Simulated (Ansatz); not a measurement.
A nudged elastic band was laid between two geometries of AlH3S + CH4 (10 atoms, charge 0, multiplicity 1).

The calculation used Ansatz 0.2.0, UKS PBE-D4/6-31G.

```
movable images  : 9
climbing image  : yes
spring          : 5.0 eV/Å²
optimiser       : quadratic models (default)
start path      : through a guess of the saddle point
force threshold : 0.05 eV/Å
iteration limit : 40
end points      : relaxed
```

Initial state:

```xyz
10
Properties=species:S:1:pos:R:3
Al -1.077 0.324 -1.087
S 0.488 1.690 -2.013
H -1.112 -1.153 -1.713
H -2.079 0.957 0.004
H 1.289 -0.196 0.633
C 0.714 -0.933 1.216
H 0.187 2.854 -1.316
H 1.280 -1.175 2.129
H 0.571 -1.851 0.626
H -0.262 -0.517 1.521
```

Final state:

```xyz
10
Properties=species:S:1:pos:R:3
Al -1.074 -0.238 -0.333
S 0.632 1.446 -1.521
H -1.241 -1.179 -1.652
H -2.189 0.916 -0.055
H 1.788 0.679 -1.593
C 0.086 -0.857 1.169
H 1.078 2.210 -0.449
H 0.398 -0.023 1.824
H 0.991 -1.379 0.808
H -0.470 -1.574 1.802
```

Task: Which bonds break or form, and what moves?

Result: Bonds broken: H5–C6. Bonds formed: Al1–C6, S2–H5. AlH3S + CH4 becomes CH7AlS.

Task: What energy profile does the band end with?

Result: The forces met the threshold. The highest image is number 5 of 0 to 10, 151.2 kJ/mol above the first end and 47.9 kJ/mol above the last; the last end lies 103.3 kJ/mol above the first. A vibrational analysis at the climbing image gives one clearly imaginary mode, 707i cm⁻¹: a first-order saddle point. The orbitals stay closed-shell, which can raise the energy where a bond breaks towards radicals; this wasn't checked here. Limits of this set-up: no polarisation functions.

```json
{"image": "0", "path coordinate (Å)": "0.00", "energy (kJ/mol)": "0.0", "H5–C6 (Å)": "1.10", "Al1–C6 (Å)": "3.18", "S2–H5 (Å)": "3.35"}
{"image": "1", "path coordinate (Å)": "0.73", "energy (kJ/mol)": "0.3", "H5–C6 (Å)": "1.10", "Al1–C6 (Å)": "3.17", "S2–H5 (Å)": "3.27"}
{"image": "2", "path coordinate (Å)": "1.46", "energy (kJ/mol)": "1.0", "H5–C6 (Å)": "1.10", "Al1–C6 (Å)": "3.15", "S2–H5 (Å)": "3.14"}
{"image": "3", "path coordinate (Å)": "2.18", "energy (kJ/mol)": "7.6", "H5–C6 (Å)": "1.11", "Al1–C6 (Å)": "2.90", "S2–H5 (Å)": "2.72"}
{"image": "4", "path coordinate (Å)": "2.91", "energy (kJ/mol)": "52.0", "H5–C6 (Å)": "1.15", "Al1–C6 (Å)": "2.49", "S2–H5 (Å)": "2.21"}
{"image": "5", "path coordinate (Å)": "3.64", "energy (kJ/mol)": "151.2", "H5–C6 (Å)": "1.61", "Al1–C6 (Å)": "2.11", "S2–H5 (Å)": "1.60"}
{"image": "6", "path coordinate (Å)": "4.17", "energy (kJ/mol)": "131.5", "H5–C6 (Å)": "2.09", "Al1–C6 (Å)": "2.02", "S2–H5 (Å)": "1.41"}
{"image": "7", "path coordinate (Å)": "4.70", "energy (kJ/mol)": "111.5", "H5–C6 (Å)": "2.60", "Al1–C6 (Å)": "2.00", "S2–H5 (Å)": "1.39"}
{"image": "8", "path coordinate (Å)": "5.23", "energy (kJ/mol)": "105.3", "H5–C6 (Å)": "3.14", "Al1–C6 (Å)": "2.00", "S2–H5 (Å)": "1.39"}
{"image": "9", "path coordinate (Å)": "5.77", "energy (kJ/mol)": "103.9", "H5–C6 (Å)": "3.42", "Al1–C6 (Å)": "2.00", "S2–H5 (Å)": "1.39"}
{"image": "10", "path coordinate (Å)": "6.30", "energy (kJ/mol)": "103.3", "H5–C6 (Å)": "3.59", "Al1–C6 (Å)": "2.00", "S2–H5 (Å)": "1.39"}
```

Task: What is the geometry of the highest image?

Result: 
```xyz
10
Properties=species:S:1:pos:R:3
Al -1.044 -0.068 -0.534
S 0.989 1.184 -1.537
H -1.412 -1.234 -1.580
H -2.011 1.078 0.058
H 0.872 0.262 -0.236
C 0.343 -0.741 0.914
H 0.832 2.369 -0.827
H 0.768 -0.052 1.664
H 1.102 -1.484 0.615
H -0.439 -1.315 1.462
```

Task: What are the harmonic wavenumbers there?

Result: 707i, 107, 246, 259, 344, 359, 422, 499, 549, 631, 704, 754, 823, 1108, 1236, 1413, 1464, 1481, 1836, 1871, 2459, 2930, 3037, 3099 cm⁻¹.

The band took 11 iterations and roughly 5 core-minutes.

The run took 5.1 min on 1 thread of Arm Neoverse V2 (shared host), peak memory 0.12 GiB.
